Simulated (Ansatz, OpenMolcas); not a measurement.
## A ladder of methods for B2 (SMILES B#B)

B2: 2 atoms, total charge 0, spin state triplet. As SMILES, `B#B`. Geometry: relaxed at GFN2-xTB.

```xyz
2

B     0.0000    0.0000    0.0000
B     0.0000    0.0000    1.4051
```

Quantity: the vertical ionisation energy (to the doublet cation), in eV. The values are calculated.

```csv
level,kind,program,value (eV),less FCI/3-21G
ROHF/3-21G,Hartree–Fock,OpenMolcas,9.81,-0.03
USVWN5/3-21G,LDA,Ansatz,10.51,+0.67
UBHLYP/3-21G,global hybrid,Ansatz,10.03,+0.19
UM06-2X/3-21G,hybrid meta-GGA,OpenMolcas,10.55,+0.71
UPBE0/3-21G,global hybrid,Ansatz,10.42,+0.58
UCAM-B3LYP/3-21G,range-separated hybrid,Ansatz,10.26,+0.42
UCCSD(T)/3-21G,coupled cluster or CI,Ansatz,9.97,+0.13
UCCSD/3-21G,coupled cluster or CI,Ansatz,9.89,+0.05
FCI/3-21G,exact in the basis,OpenMolcas,9.84,0.00
```

FCI/3-21G is exact within its basis and frozen core, so for wave-function methods in that basis the difference is their error; functionals converge differently with the basis, so for them it is only a difference. The values span 9.81 to 10.55 eV. Spin contamination of the reference (⟨S²⟩ at least 0.1 too high) touches USVWN5/3-21G, UBHLYP/3-21G, UPBE0/3-21G, UCAM-B3LYP/3-21G, UCCSD(T)/3-21G, UCCSD/3-21G. All rows use very small basis sets, so none should be taken for the real molecule's value.
